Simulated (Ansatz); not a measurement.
# BH3O2: a ladder of functionals and wavefunction methods

How much do the methods differ for BH3O2? The plan is to run it at one geometry with functionals of several rungs and with coupled cluster. The yardstick is the atomisation energy at the CCSD(T) limit.

Computed with Ansatz 0.2.0, Gaussian basis. Level: functionals in def2-TZVPP, the program's frozen cores in correlated methods.

Levels to be run: PBE-D4, r2SCAN-D4, PBE0-D4, B3LYP-D4, ωB97X-V, ωB97M-V, B2PLYP; CCSD(T)/def2-TZVPP; CCSD(T)/def2-QZVPP; extrapolation to the limit.

## Step 1: The relaxed structure

An earlier PBE0-D4 in a triple-zeta def2 set relaxation fixed the geometry.

SMILES `OBO`, 6 atoms, charge 0, spin multiplicity 1.

Atoms are counted from 1 here; the program's logs count them from 0.

Bond lengths: O1–B2 1.364 Å, O1–H4 0.958 Å, B2–O3 1.353 Å, B2–H5 1.198 Å, O3–H6 0.963 Å. Angles: B2–O1–H4 113.2°, O1–B2–O3 119.3°, O1–B2–H5 122.3°, O3–B2–H5 118.4°, B2–O3–H6 112.3°.

As a file:

```xyz
6
BH3O2
O    -0.2734    0.4143   -0.9740
B     0.3070   -0.0801    0.1565
O    -0.4770   -0.4646    1.1905
H     0.3621    0.6587   -1.6484
H     1.4946   -0.1882    0.2708
H    -1.4133   -0.3401    1.0047
```

## Step 2: PBE-D4 (GGA)

File in.yaml:

```yaml
crystal:
  periodic: [false, false, false]
  atoms:
    - {symbol: O, position_ang: [-0.273405, 0.414282, -0.973972]}
    - {symbol: B, position_ang: [0.307041, -0.080093, 0.156472]}
    - {symbol: O, position_ang: [-0.476969, -0.464620, 1.190455]}
    - {symbol: H, position_ang: [0.362068, 0.658721, -1.648448]}
    - {symbol: H, position_ang: [1.494567, -0.188206, 0.270838]}
    - {symbol: H, position_ang: [-1.413301, -0.340075, 1.004655]}
basis:
  gaussian: {orbitals: def2-TZVPP}
hamiltonian: {xc: pbe, dispersion: d4}
output: {forces: true, orbitals: {seedname: orbitals}}
```

Command:

```console
$ ansatz run in.yaml --threads 2 --pin off --events-out ev --progress --plain --max-ram 32768MiB --backend cpu
```

Further steps of the session: r2SCAN-D4 (meta-GGA); PBE0-D4 (hybrid); B3LYP-D4 (hybrid); ωB97X-V (range-separated); ωB97M-V (range-separated); B2PLYP (double hybrid); CCSD(T) in def2-TZVPP; CCSD(T) in def2-QZVPP.

Q: Predict the results of all the runs planned. Wanted: atomisation energy, CCSD(T)/CBS; farthest; mean size of error, hybrid; mean size of error, range-separated; gap, smallest and largest; T1 diagnostic; triples share of the correlation energy.

As calculated:

| quantity | value |
| --- | --- |
| atomisation energy, CCSD(T)/CBS | 586.4 kcal/mol |
| functionals within 2.9 kcal/mol (0.5 %) | r2SCAN-D4, B3LYP-D4, ωB97X-V, ωB97M-V |
| farthest | PBE-D4 (+11.4 kcal/mol) |
| mean size of error, hybrid | 2.1 kcal/mol |
| mean size of error, range-separated | 2.0 kcal/mol |
| gap, smallest and largest | 7.69 eV (PBE-D4), 14.69 eV (ωB97X-V) |
| T1 diagnostic | 0.0127 |
| triples share of the correlation energy | 3.3 % |

What this shows: PBE-D4 is off by +11.4 kcal/mol. Double hybrids carry the basis error of their MP2 part in triple zeta, and no dispersion term here, so their miss is partly the set-up's. The reference freezes the cores and leaves out relativity and excitations past (T), so misses under about 2.9 kcal/mol can't be ranked. Hartree-Fock recovers 73 % of the binding; the rest is correlation. Orbital gaps span 7.7 to 14.7 eV; exact exchange widens them.
